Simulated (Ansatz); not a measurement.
# C2H6N2O: the cost of one run

All numbers below are computed with Ansatz 0.2.0 (RKS revPBE/6-31G).

## Step 1: The structure to begin with

Bond lengths: C1–N2 1.401 Å, N2–C3 1.258 Å, C3–N4 1.378 Å, C3–O5 1.365 Å, C1–H6 1.093 Å, C1–H7 1.105 Å, C1–H8 1.153 Å, N4–H9 0.937 Å, N4–H10 1.052 Å, O5–H11 0.973 Å. Angles: C1–N2–C3 116.5°, N2–C1–H6 112.9°, N2–C1–H7 114.2°, N2–C1–H8 111.0°, H6–C1–H7 108.0°, H6–C1–H8 104.6°, H7–C1–H8 105.4°, N2–C3–N4 136.9°, N2–C3–O5 116.0°, N4–C3–O5 106.7°, C3–N4–H9 117.8°, C3–N4–H10 111.0°, H9–N4–H10 115.3°, C3–O5–H11 103.8°.

Coordinates:

```xyz
11

C    -1.3421   -0.1678    0.7407
N    -0.3376   -0.9138    0.1098
C     0.5736   -0.2596   -0.4592
N     0.9446    1.0629   -0.5688
O     1.5648   -0.9952   -1.0427
H    -2.2000   -0.7756    1.0376
H    -0.9993    0.3954    1.6271
H    -1.7798    0.6229    0.0251
H     1.8447    1.2500   -0.7495
H     0.5096    1.6402    0.1955
H     1.2869   -1.9163   -0.8951
```

## Step 2: Relaxing end A

File input.yaml:

```yaml
crystal:
  periodic: [false, false, false]
  atoms:
    - { symbol: C, position_ang: [-1.3421, -0.1678, 0.7407] }
    - { symbol: "N", position_ang: [-0.3376, -0.9138, 0.1098] }
    - { symbol: C, position_ang: [0.5736, -0.2596, -0.4592] }
    - { symbol: "N", position_ang: [0.9446, 1.0629, -0.5688] }
    - { symbol: O, position_ang: [1.5648, -0.9952, -1.0427] }
    - { symbol: H, position_ang: [-2.2, -0.7756, 1.0376] }
    - { symbol: H, position_ang: [-0.9993, 0.3954, 1.6271] }
    - { symbol: H, position_ang: [-1.7798, 0.6229, 0.0251] }
    - { symbol: H, position_ang: [1.8447, 1.25, -0.7495] }
    - { symbol: H, position_ang: [0.5096, 1.6402, 0.1955] }
    - { symbol: H, position_ang: [1.2869, -1.9163, -0.8951] }
basis:
  gaussian: { orbitals: "6-31G" }
hamiltonian:
  xc: revpbe
relax:
  f_tol: 0.015
  max_steps: 40
output:
  orbitals: {}
```

Launch:

```
$ ansatz run input.yaml --threads 1 --pin off --max-ram 2048MiB --backend cpu --events-out ev --progress --plain --runs-dir out
```

Q: Estimate wall time and peak memory on 1 thread of Arm Neoverse V1, shared host.

About 24 s, with a peak of 0.13 GiB.
